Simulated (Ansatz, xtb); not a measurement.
**C2H7O3+: which of two conformers lies lower**

Structure a: `OC[C@H](O)[OH2+]`, a singlet. Structure b: `OC[C@H](O)[OH2+]`, a singlet. Both are isolated ions in the gas phase, relaxed with PBE0-D3(BJ)/def2-SVP.

a (Å):

```
atom    x (Å)    y (Å)    z (Å)
   C  -0.8920  -0.6567   1.6537
   C  -0.6968  -0.6194   0.1484
   O  -2.2273  -0.2611   1.8503
   O   0.5274  -0.5491  -0.3320
   O  -1.4876   0.7093  -0.1867
   H  -2.4631  -0.1910   2.7848
   H  -0.6911  -1.6827   2.0040
   H  -0.1757   0.0328   2.1398
   H  -1.2677  -1.3931  -0.3848
   H   1.1237  -0.0247   0.2243
   H  -2.1946   0.7014   0.5385
   H  -1.8709   0.7438  -1.0814
```

b (Å):

```yaml
atoms:
  - { symbol: C, position_ang: [-1.7796, -0.7210, 1.5616] }
  - { symbol: C, position_ang: [-0.5083, -0.3731, 0.8071] }
  - { symbol: O, position_ang: [-2.3670, -1.7514, 0.8005] }
  - { symbol: O, position_ang: [-0.1494, 0.8927, 0.9792] }
  - { symbol: O, position_ang: [-0.9319, -0.5995, -0.6867] }
  - { symbol: H, position_ang: [-3.2306, -2.0261, 1.1352] }
  - { symbol: H, position_ang: [-1.5147, -1.0414, 2.5821] }
  - { symbol: H, position_ang: [-2.4133, 0.1816, 1.6228] }
  - { symbol: H, position_ang: [0.2886, -1.1258, 0.8983] }
  - { symbol: H, position_ang: [0.7983, 1.0336, 0.8386] }
  - { symbol: H, position_ang: [-1.7182, -1.2391, -0.5433] }
  - { symbol: H, position_ang: [-1.2566, 0.2366, -1.0743] }
```

**Question.** Estimate which is lower in electronic energy at CCSD(T)/def2-SVP + ΔMP2/def2-TZVPP, and by roughly how much.

**Answer.** The CCSD(T)/def2-SVP + ΔMP2/def2-TZVPP calculation puts structure b lower, by 5.39 kJ/mol.

How the difference moves with the method:

```tsv
level	geometry	E(b) − E(a) (kJ/mol)	departure from the last row (kJ/mol)	job, with rough time for the two
PBE0-D3(BJ)/def2-SVP	PBE0-D3(BJ)/def2-SVP	−5.42	−0.03	optimisation, 87 s
HF/def2-SVP	PBE0-D3(BJ)/def2-SVP	−3.60	+1.78	part of the CCSD(T) run
MP2/def2-SVP	PBE0-D3(BJ)/def2-SVP	−6.41	−1.02	part of the CCSD(T) run
CCSD(T)/def2-SVP	PBE0-D3(BJ)/def2-SVP	−5.99	−0.60	single point
CCSD(T)/def2-SVP + ΔMP2/def2-TZVPP	PBE0-D3(BJ)/def2-SVP	−5.39		single point, 34 s
```

None of the levels shown reverses the order. The largest departure from CCSD(T)/def2-SVP + ΔMP2/def2-TZVPP is that of HF/def2-SVP, 1.78 kJ/mol. Levels run at GFN2-xTB geometries aren't shown. The last row adds to CCSD(T) the change of the MP2 difference between the two basis sets, here +0.60 kJ/mol.

With harmonic frequencies from PBE0-D3(BJ)/def2-SVP (ideal gas, rigid rotor, one conformer each, 298.15 K, 1 atm): the zero-point term adds −0.12 kJ/mol; ΔH is −5.52 and ΔG −5.62 kJ/mol.

The correlated steps freeze 5 core orbitals. Codes used: Ansatz 0.2.0; the last row on 2 threads of Arm Neoverse V1 on a shared host.
